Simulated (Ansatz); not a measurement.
Reaction (hydrogenolysis of a C–C bond): `FCC=C(F)F` + H₂ → `C=C(F)F` + `CF`

Program: Ansatz. Geometries: PBE0-D4/def2-TZVP. ΔE: electronic, gas phase. CCSD(T)/CBS is the MP2 limit (def2-TZVPP, def2-QZVPP) plus CCSD(T) − MP2 in def2-TZVPP, frozen cores. This one scheme is used for every species. DFT in def2-TZVPP. B3LYP here is the variant with VWN-RPA as its local correlation; programs differ in this. One conformer a species, not always the lowest.

```tsv
level	ΔE (eV)
CAM-B3LYP-D4	-0.52
B3LYP	-0.58
CCSD/def2-SVP	-0.54
CCSD(T)/def2-SVP	-0.49
HF/def2-TZVPP	-0.72
SCS-MP2/def2-TZVPP	-0.52
MP2/def2-QZVPP	-0.47
MP2/CBS(def2)	-0.47
```

(1) What does CCSD(T)/CBS give? (Best estimate.)

(2) What do rigid-rotor, harmonic-oscillator terms from PBE0-D4/def2-TZVP frequencies (298.15 K, 1 bar) make of the CCSD(T)/CBS value? (An estimate is asked.)

Largest T1 diagnostic among the species: 0.012.

Answers

(1) Ansatz gave: -0.50 eV. The listed levels differ from it by -0.02, -0.08, -0.04, 0.01, -0.22, -0.02, 0.03, 0.03 eV.

(2) The calculation gave: ΔZPE = +0.21 eV, ΔH = -0.34 eV, ΔS = 31 J/(mol·K), ΔG = -0.43 eV.

From BLYP to BHLYP (50 % exact exchange), in def2-TZVPP and without D4, ΔE moves by −0.05 eV. The D4 term adds +0.07 eV with B3LYP and +0.04 eV with PBE0; it sums over pairs of atoms, weighted by their polarisabilities, and B3LYP, whose exchange is more repulsive, gets the larger term. Leaving LDA and LC-ωPBE aside and taking each functional with its dispersion term where it has one, the values, not all of them listed here, spread over 0.16 eV, from BHLYP-D4 to revPBE-D4. LDA lies +0.12 eV from PBE without D4.
